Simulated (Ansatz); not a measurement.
**AlH₂F: taking an electron away**

One table from this session's results is given with a row withheld; the runs are named, their logs left out.

Method: unrestricted cation, the program's frozen cores in correlated methods; program: Ansatz 0.2.0, Gaussian basis.

The runs, in order: UKS PBE-D4/def2-TZVPP; UKS r2SCAN-D4/def2-TZVPP; UKS PBE0-D4/def2-TZVPP; UKS B3LYP-D4/def2-TZVPP; UKS wB97X-V/def2-TZVPP; UKS wB97M-V/def2-TZVPP; UKS B2PLYP/def2-TZVPP; UHF-CCSD(T)/def2-TZVPP; UHF-CCSD(T)/def2-QZVPP; extrapolation to the limit; then −ε(HOMO) from the neutral's earlier runs with LDA (SPW92), PBE-D4, revPBE-D4, BLYP-D4, r2SCAN-D4, B97M-V, PBE0-D4, B3LYP-D4, r2SCANh-D4, r2SCAN0-D4, HSE06-D4, BHLYP-D4, CAM-B3LYP-D4, LC-ωPBE, ωB97X-V, ωB97M-V.

### The relaxed structure

All runs share one geometry, relaxed beforehand with PBE0-D4 in a triple-zeta def2 set.

SMILES `[F][AlH2]`, 4 atoms, charge 0, spin multiplicity 1.

Atoms are counted from 1 here; the program's logs count them from 0.

Bond lengths: F1–Al2 1.650 Å, Al2–H3 1.576 Å, Al2–H4 1.576 Å. Angles: F1–Al2–H3 117.0°, F1–Al2–H4 117.0°, H3–Al2–H4 126.1°.

The first run:

The input, in.yaml:

```yaml
crystal:
  periodic: [false, false, false]
  atoms:
    - {symbol: F, position_ang: [-0.330317, -0.029967, 1.551872]}
    - {symbol: Al, position_ang: [0.026202, -0.014763, -0.058872]}
    - {symbol: H, position_ang: [-0.405822, -1.276273, -0.898294]}
    - {symbol: H, position_ang: [0.765436, 1.260705, -0.615106]}
basis:
  gaussian: {orbitals: def2-TZVPP}
total_charge: 1
magnetization: {spin_polarized: true, initial_magnetization: 1}
hamiltonian: {xc: pbe, dispersion: d4}
```

Started as:

```
$ ansatz run in.yaml --threads 4 --pin off --events-out ev --progress --plain --max-ram 10444MiB
```

Among the steps run: Cation, UKS PBE-D4/def2-TZVPP; Cation, UKS r2SCAN-D4/def2-TZVPP; Cation, UKS PBE0-D4/def2-TZVPP; Cation, UKS B3LYP-D4/def2-TZVPP; Cation, UKS wB97X-V/def2-TZVPP; Cation, UKS wB97M-V/def2-TZVPP; Cation, UKS B2PLYP (frozen core)/def2-TZVPP; Cation, UHF-CCSD(T)/def2-TZVPP; Cation, UHF-CCSD(T)/def2-QZVPP.

One of the session's tables, all rows but one given; the rest of the session is left out.

Orbital estimates, from the neutral's runs:

| functional | −ε(HOMO) (eV) |
| --- | --- |
| LDA (SPW92) | 7.49 |
| PBE-D4 | 7.45 |
| revPBE-D4 | 7.43 |
| BLYP-D4 | 7.39 |
| r2SCAN-D4 | 7.79 |
| B97M-V | 7.88 |
| PBE0-D4 | 8.79 |
| B3LYP-D4 | 8.62 |
| r2SCANh-D4 | 8.28 |
| r2SCAN0-D4 | 9.01 |
| HSE06-D4 | 8.38 |
| BHLYP-D4 | 10.08 |
| CAM-B3LYP-D4 | ? |
| LC-ωPBE | 11.60 |
| ωB97X-V | 11.25 |
| ωB97M-V | 11.01 |

**Question.** Estimate the row for CAM-B3LYP-D4.

As computed: −ε(HOMO) (eV): 10.23. In the column «−ε(HOMO) (eV)» it lies between BHLYP-D4 (10.08) and ωB97M-V (11.01).
